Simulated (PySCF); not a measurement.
Compound: 1-hexyne, C6H10.
Atom-mapped SMILES: `[CH:1]#[C:2][CH2:3][CH2:4][CH2:5][CH3:6]` (hydrogens: H7 on C1; H8, H9 on C3; H10, H11 on C4; H12, H13 on C5; H14, H15, H16 on C6)

Cartesian coordinates in Å at the GFN2-xTB level; atoms count from 1:
```
atom  x, y, z in Å
C1     2.8614    1.0507    0.0414
C2     2.1603    0.0883    0.1589
C3     1.2892   -1.0641    0.2706
C4    -0.1300   -0.7417   -0.2112
C5    -0.8225    0.2728    0.6950
C6    -2.2169    0.6224    0.1910
H7     3.4842    1.8892   -0.0542
H8     1.2599   -1.3905    1.3147
H9     1.7087   -1.8775   -0.3294
H10   -0.7138   -1.6651   -0.2371
H11   -0.0807   -0.3457   -1.2283
H12   -0.8949   -0.1365    1.7059
H13   -0.2131    1.1778    0.7464
H14   -2.6989    1.3306    0.8609
H15   -2.8363   -0.2703    0.1312
H16   -2.1642    1.0686   -0.7997
```

PySCF, density fitting, gas phase, GFN2-xTB geometry. The standard run uses grid level 2 after a coarse-grid start, the def2-universal JK fitting basis (with tight functions added where the orbital basis needs them), an energy threshold of 1e-9 Eh and DIIS. The changed runs have no coarse-grid stage.

Standard PBE0/pcSseg-1: E = -234.267848 Eh, HOMO -7.661 eV, LUMO 1.146 eV, dipole 0.729 D, 14 cycles (coarse-grid cycles included). What changes at PBE0/pcSseg-1 with: damping 0.2 at the start, DIIS from the seventh cycle, energy threshold 1e-07 Eh?

E = -234.267848 Eh (0.000 mEh), HOMO -7.661 eV (0.000), LUMO 1.146 eV (0.000), dipole 0.729 D (0.000), 12 SCF cycles. The result matches the standard run within 0.02 mEh and 0.003 eV; such settings steer the iterations and don't enter the energy expression.

The cycles:
```
cycle   1  E = -234.2176282619  dE =  5.488e-01  |g| = 4.275e-01  |ddm| = 3.518e+00
cycle   2  E = -234.2502654390  dE = -3.264e-02  |g| = 2.596e-01  |ddm| = 7.443e-01
cycle   3  E = -234.2599156233  dE = -9.650e-03  |g| = 1.757e-01  |ddm| = 3.786e-01
cycle   4  E = -234.2634351070  dE = -3.519e-03  |g| = 1.316e-01  |ddm| = 2.643e-01
cycle   5  E = -234.2642759427  dE = -8.408e-04  |g| = 1.197e-01  |ddm| = 1.964e-01
cycle   6  E = -234.2573759614  dE =  6.900e-03  |g| = 2.050e-01  |ddm| = 2.307e-01
cycle   7  E = -234.2271131992  dE =  3.026e-02  |g| = 4.045e-01  |ddm| = 4.111e-01
cycle   8  E = -234.2674050223  dE = -4.029e-02  |g| = 4.171e-02  |ddm| = 2.785e-01
cycle   9  E = -234.2678474321  dE = -4.424e-04  |g| = 1.758e-03  |ddm| = 3.361e-02
cycle  10  E = -234.2678479950  dE = -5.629e-07  |g| = 8.458e-04  |ddm| = 2.438e-03
cycle  11  E = -234.2678481676  dE = -1.726e-07  |g| = 1.409e-04  |ddm| = 8.348e-04
cycle  12  E = -234.2678481719  dE = -4.340e-09  |g| = 3.549e-05  |ddm| = 1.159e-04
```
